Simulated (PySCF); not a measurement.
Estimate the missing entries of this data sheet.

Species: streptocyanine-3, C3H7N2 (charge +1).
Numbering: `[NH2:1]/[CH:2]=[CH:3]/[CH:4]=[NH2+:5]` (hydrogens: H6, H7 on N1; H8 on C2; H9 on C3; H10 on C4; H11, H12 on N5)

Conformer (atom-mapped SMILES and torsion angles): `[NH2:1]/[CH:2]=[CH:3]/[CH:4]=[NH2+:5]`: C2–C3–C4–N5 180°, H–N1–C2–C3 180°, H–N1–C2–C3 0°.

```tsv
property	level	value
point group	PBE0-D3(BJ)/def2-TZVP	C2v
rotational constants A, B, C	PBE0-D3(BJ)/def2-TZVP	34.384, 2.197, 2.065 GHz
HOMO energy	CAM-B3LYP/aug-cc-pVTZ	?
LUMO energy	CAM-B3LYP/aug-cc-pVTZ	?
lowest singlet excitation	TDDFT CAM-B3LYP/aug-cc-pVTZ	?
lowest triplet excitation (Tamm–Dancoff)	TDA CAM-B3LYP/aug-cc-pVTZ	3.14 eV
static isotropic polarisability	CAM-B3LYP/aug-cc-pVTZ	?
electronic spatial extent ⟨r²⟩ about the centre of nuclear charge	CAM-B3LYP/aug-cc-pVTZ	554 bohr²
13C chemical shifts (computed TMS as zero) by class	GIAO PBE0/pcSseg-2	?
1H chemical shifts (computed TMS as zero) by class	GIAO PBE0/pcSseg-2	7.74 (H8/H10), 6.23 (H6/H7/H11/H12), 5.90 (H9) ppm
isotropic shieldings of nuclei other than C and H, by class	GIAO PBE0/pcSseg-2	?
```

The electronic properties come from PySCF, for the isolated species, density fitting. The structure is a single PBE0-D3(BJ)/def2-TZVP conformer in the gas phase; no vibrational or solvent corrections.

(1) The static isotropic polarisability?

(2) The isotropic shieldings of nuclei other than C and H, by class?

(3) The lowest singlet excitation?

(4) The HOMO energy?

(5) The LUMO energy?

(6) The 13C chemical shifts (computed TMS as zero) by class?

Results:

(1) 59.1 au.

(2) 130 (N1/N5) ppm.

(3) 5.28 eV (235 nm, f = 0.737).

(4) -12.91 eV.

(5) -5.18 eV.

(6) 175.0 (C2/C4), 103.8 (C3) ppm.

The polarisability is 8.76 Å³ as a volume (1 au = 0.148185 Å³), or 1.56 au for each of the 38 electrons. The rotational constants make it an asymmetric top with κ = (2B − A − C)/(A − C) = -0.99, nearer the prolate limit (−1). With B = h/(8π²I), that is 505.379 GHz u Å² over I, the principal moments of inertia are 14.7, 230.1 and 244.7 u Å² (most abundant isotopes). In wavenumbers S1 is 42600 cm⁻¹ (1 eV = 8065.54 cm⁻¹). The vertical singlet–triplet gap S1 − T1 is 2.14 eV (TDDFT singlet less Tamm–Dancoff triplet; S1: HOMO→LUMO, weight 0.97; T1: HOMO→LUMO, weight 0.99).
